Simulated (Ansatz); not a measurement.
## How far each method lies from full CI for PF, triplet

Geometry: a PBE0/def2-TZVP stationary point for this spin.

```xyz
2

F     0.0000    0.0000    0.0000
P     0.0000    0.0000    1.5934
```

Basis 6-31G; Ansatz 0.2.0. Correlated methods freeze the noble-gas cores, which leaves 12 electrons in 16 orbitals. R marks a restricted (for open shells ROHF) determinant, U an unrestricted one. Active spaces: valence = (12e, 8o) chosen from the atoms' valence shells.

Full CI is exact within this basis and frozen core; it isn't the basis-set limit. The frozen core follows each run's orbitals, which can shift R against U totals by a few meV.

For open shells CISD and CISDTQ are restricted-active-space CI with the open shells as a complete middle space.

```
UHF ⟨S²⟩                          : 2.012
T1 diagnostic (RCCSD)             : 0.0213
largest doubles amplitude (RCCSD) : 0.052
T1 diagnostic (UCCSD)             : 0.0179
```

```tsv
level	E − E(full CI) (kJ/mol)	share of correlation (%)	wall time
RHF	426.1	0.00	–
UHF	417.6	2.00	–
RMP2	21.2	95.03	–
UMP2	20.1	95.28	–
CISD	27.3	93.60	0.63 s
RCCSD	8.0	98.13	–
UCCSD	7.9	98.14	–
RCCSD(T)	1.8	99.57	0.42 s
UCCSD(T)	1.9	99.56	0.39 s
BCCD(T)	1.6	99.63	0.36 s
RCCSDT	1.0	99.76	–
UCCSDT	1.0	99.76	–
CISDTQ	1.0	99.78	13 s
RCCSDT(Q)	0.0	100.00	3.4 s
UCCSDT(Q)	-0.2	100.04	2.8 s
RCCSDTQ	0.0	100.00	41 s
UCCSDTQ	0.0	100.00	41 s
CASSCF (valence space)	337.0	20.90	–
NEVPT2 (valence space)	46.8	89.02	0.3 s
MRCISD (valence space)	18.9	95.55	–
MRCISD+Q (valence space)	7.5	98.24	0.87 s
MRCISD+Q(relaxed) (valence space)	2.9	99.32	1.1 s
```

The correlation energy at full CI, counted from RHF, is -4.416 eV. That run took 4.1 min on 1 thread of Arm Neoverse V2, shared host over 16,028,928 determinants.

Times hold each run's SCF and search for its determinant on a shared host, so for small cases they say little of a method's own cost; they ran on 1 thread of Arm Neoverse V2.

The full-CI state has the irrep A2 of C2v, in the program's axes (one component, if the state is degenerate).

Natural occupations of full CI about the gap: 1.979 1.979 1.963 1.002 1.002 0.040 0.015 0.015 0.011 0.006; effectively unpaired electrons, Σ n²(2−n)², 2.02.

Atomization energy (electronic, same basis, no zero-point term; atoms at the same level, unrestricted beside the R rows where the molecule is a closed shell, with restricted open-shell steps beyond CCSDT(Q)) at full CI: 250.9 kJ/mol. Errors of other levels:

```
                            level  error (kJ/mol)
                              RHF          -157.4
                              UHF          -150.7
                             RMP2             8.4
                             UMP2             8.7
                             CISD           -21.0
                            RCCSD            -6.1
                            UCCSD            -6.1
                         RCCSD(T)            -1.4
                         UCCSD(T)            -1.5
                          BCCD(T)            -1.1
                           RCCSDT            -0.9
                           UCCSDT            -0.9
                           CISDTQ            -0.8
                        RCCSDT(Q)             0.0
                        UCCSDT(Q)             0.1
                          RCCSDTQ             0.0
                          UCCSDTQ             0.0
           CASSCF (valence space)           -68.3
           NEVPT2 (valence space)            19.7
           MRCISD (valence space)           -12.6
         MRCISD+Q (valence space)            -6.1
MRCISD+Q(relaxed) (valence space)            -1.4
```

This basis is far from its limit, so the value isn't to be set against a measured one. Truncated CI isn't size-consistent, which counts against it in atomization.
